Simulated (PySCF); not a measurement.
## Variants of one PySCF input: AlCl

Base input, run as `python input.py` with PySCF 2.14:

```python
from pyscf import gto, dft

mol = gto.M(
    atom='Al 0 0 0; Cl 0 0 1.949',
    basis='lanl2dz',
    ecp={'Al': 'lanl2dz', 'Cl': 'lanl2dz'},
    charge=0,
    spin=0,
    symmetry=True,
    verbose=4,
)
mf = dft.RKS(mol, xc='camb3lyp')
mf.kernel()
mf.mulliken_pop()
mf.dip_moment()
print('orbital energies (hartree):', mf.mo_energy[..., max(0, mol.nelec[1]-3):mol.nelec[0]+3].round(4))
```

Base result: E(SCF) = -16.928555 Eh, 8 cycles, μz(SCF) = -1.28 D. Stability towards an unrestricted solution was not tested. The bond length is a typed value, not an optimised one.

Wall time 1.3 s on one thread of a shared host.

Each row names what differs from the base; energies in brackets are changes from the base.

| change | result |
| --- | --- |
| core potential: on → off [unsound on purpose] | E(SCF) = -148.722405 Eh, 6 cycles, μz(SCF) = 9.05 D |
| PCM solvent, dielectric constant: none → 78.36 | E(SCF) = -16.936393 Eh (-0.2133 eV), 8 cycles, μz(SCF) = -1.50 D |
| step after the SCF: analyze → stability; point-group symmetry: on → off | E(SCF) = -16.928555 Eh (+0.0000 eV), 8 cycles, μz(SCF) = -1.28 D, internal stable; real -> complex stable; RHF/RKS -> UHF/UKS stable |
| functional: camb3lyp → b3lypp [unsound on purpose] | stops with KeyError ("LibXCFunctional: name 'B3LYPP' not found.") |
| step after the SCF: analyze → ccsd(t); SCF type: RKS → RHF; functional: camb3lyp → none (Hartree–Fock); frozen orbitals: default → 0 | E(SCF) = -16.645944 Eh, 8 cycles, E(CCSD) − E(SCF) = -0.07060 Eh, (T) = -0.00121 Eh, μz(SCF) = -1.48 D |
| basis set: lanl2dz → def2-tzv2p; core potential: on → off [unsound on purpose] | stops with BasisNotFoundError (def2-tzv2p) |
| geometry: bond 1.949 → bond 2.183 | E(SCF) = -16.956217 Eh (-0.7527 eV), 8 cycles, μz(SCF) = -2.58 D |
| SCF type: RKS → ROKS | E(SCF) = -16.928555 Eh (+0.0000 eV), 8 cycles, μz(SCF) = -1.28 D |
| basis set: lanl2dz → 6-311g**; core potential: on → off | E(SCF) = -702.701813 Eh, 8 cycles, μz(SCF) = -0.66 D |
| geometry: bond 1.949 → bond 2.924 [stretched restricted solution, likely unstable] | E(SCF) = -16.919213 Eh (+0.2542 eV), 9 cycles, μz(SCF) = -6.72 D |
| electric field along z (a.u.): none → -0.01; point-group symmetry: on → off | E(SCF) = -16.935825 Eh (-0.1978 eV), 8 cycles, μz(SCF) = -2.41 D |
| PCM solvent, dielectric constant: none → 4.71 | E(SCF) = -16.934663 Eh (-0.1662 eV), 8 cycles, μz(SCF) = -1.45 D |
| functional: camb3lyp → bp86 | E(SCF) = -16.998685 Eh, 9 cycles, μz(SCF) = -1.00 D |
| geometry: bond 1.949 → bond 1.813 | E(SCF) = -16.884858 Eh (+1.1890 eV), 8 cycles, μz(SCF) = -0.57 D |
| basis set: lanl2dz → 6-31+g*; core potential: on → off | E(SCF) = -702.650745 Eh, 8 cycles, μz(SCF) = -0.60 D |
| step after the SCF: analyze → eomip; SCF type: RKS → RHF; functional: camb3lyp → none (Hartree–Fock); frozen orbitals: default → 0; number of roots: default → 5 | E(SCF) = -16.645944 Eh, 8 cycles, E(CCSD) − E(SCF) = -0.07060 Eh, μz(SCF) = -1.48 D, ionisation roots 8.868, 12.103, 12.103, 14.351, 14.351 eV |

Order these changes by how far they move the SCF energy from the base, largest first: (1) PCM solvent, dielectric constant: none → 78.36; (2) geometry: bond 1.949 → bond 1.813; (3) geometry: bond 1.949 → bond 2.183; (4) geometry: bond 1.949 → bond 2.924.

(2) +1.1890 eV, (3) -0.7527 eV, (4) +0.2542 eV, (1) -0.2133 eV.
